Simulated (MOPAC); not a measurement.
MOPAC input (PM6):

```
PM6 FORCE THERMO(298,298) PRECISE LET CHARGE=-1 GEO-OK AUX(PRECISION=9) THREADS=1
C4H7

C    -0.01894174 1    0.02452090 1    1.53235275 1
C    -0.00265378 1    0.00859926 1    0.21375108 1
H    -0.02689601 1   -0.65219587 1    2.30607328 1
C     0.00433985 1    1.27090502 1   -0.63439874 1
H    -0.00521397 1    2.13844486 1    0.03272687 1
H     0.89885833 1    1.32271092 1   -1.25524429 1
H    -0.87619748 1    1.31866805 1   -1.27526879 1
C     0.01157923 1   -1.25086207 1   -0.67862000 1
H     0.00151800 1   -2.13598449 1   -0.04423843 1
H    -0.86489832 1   -1.27243072 1   -1.32209617 1
H     0.90829293 1   -1.27222289 1   -1.29363442 1
```

Task: Which zero-point energy does it print?

Result: 56.98 kcal/mol, from the harmonic wavenumbers of PM6.
